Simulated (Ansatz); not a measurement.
Reaction: CH3 (SMILES [CH3], doublet) → CH3+ (parent SMILES [CH3], singlet) + e-
Each species at its own B3LYP-D3(BJ)/def2-TZVP minimum (Ansatz, a quantum-chemistry and plane-wave program).

Quantity: adiabatic ionisation energy (electronic), in eV. Open shells are spin-unrestricted; no spin-orbit coupling. CBS(X,Y): correlation extrapolated as X^-3, Hartree-Fock from the larger set (Q,5: extrapolated as (X+1)exp(-9√X)). A bracket is a step between two methods taken in the basis named. Functionals run without relativity, which enters their misses. Double hybrids freeze cores in their MP2 part. 'core' is core correlation in cc-pwCVTZ, 'X2C' scalar relativity in cc-pVTZ-DK, both at CCSD(T). Full CI freezes restricted core orbitals, also for open shells; the composite that ends in it estimates full CI at the basis-set limit.

CCSD(T)/CBS(cc-pVQZ,cc-pV5Z) + [CCSDT(Q) - CCSD(T)]/cc-pVQZ + [FCI - CCSDT(Q)]/cc-pVDZ + core + X2C (Ansatz) gives 9.80 eV.

Task: What does PBE/def2-TZVPD (Ansatz) give here, and how do the other levels compare?

Result: PBE gives 10.00 eV, 0.20 eV above it. Differences of the others: r2SCAN/def2-TZVPD (Ansatz) 0.31; PBE0/def2-TZVPD (Ansatz) 0.15; B2PLYP/def2-TZVPD (Ansatz) -0.05; CCSD(T)/CBS(cc-pVQZ,cc-pV5Z) + core + X2C (Ansatz) 0.00 eV. Nearer than PBE: PBE0/def2-TZVPD, B2PLYP/def2-TZVPD, CCSD(T)/CBS(cc-pVQZ,cc-pV5Z) + core + X2C.
